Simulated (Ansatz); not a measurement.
A made-up structure of SiH$_{5}$O (charge +1), closed shell:

```xyz
7
angstrom
O -0.0543 -0.8208 0.0034
Si 0.0748 0.6548 -0.0667
H -0.9308 -1.1835 -0.2205
H 0.6164 -1.2831 0.5383
H -0.7877 0.8444 -1.3709
H -0.5635 1.1004 1.3017
H 1.6450 0.6878 -0.1853
```

It is relaxed with PBE-D4/def2-SVP and then PBE0-D4/def2-TZVP (Ansatz 0.2.0). Atoms count as bonded within 1.22 times the sum of their covalent radii (H–H: 0.88 Å). The end point is not checked to be a true minimum.

Q: Does its bonding change? (Judge from chemistry; the calculation decides.)

A: By the calculation: No: no bond forms or breaks.

Where it ends: The first stage lowers the energy by 2.52 eV in 6 steps. It ends as SiH₅O ([OH2][SiH3]), total charge +1:
O1  (-0.079, -1.010, 0.028)
Si2  (0.092, 0.809, -0.081)
H3  (-0.905, -1.478, -0.166)
H4  (0.528, -1.571, 0.535)
H5  (-0.699, 1.051, -1.296)
H6  (-0.491, 1.293, 1.178)
H7  (1.553, 0.906, -0.198)
(Å)

Labels in which every atom is bracketed show which atoms are joined, not bond orders.

For scale, one of the runs: PBE0-D4/def2-TZVP relaxation, 98 basis functions, launched by `ansatz run in.yaml --threads 2 --pin off --events-out ev --progress --plain --max-ram 4352MiB`. Hardware: 2 CPU threads of an Arm Neoverse V2, shared host. Wall time about 6 s.
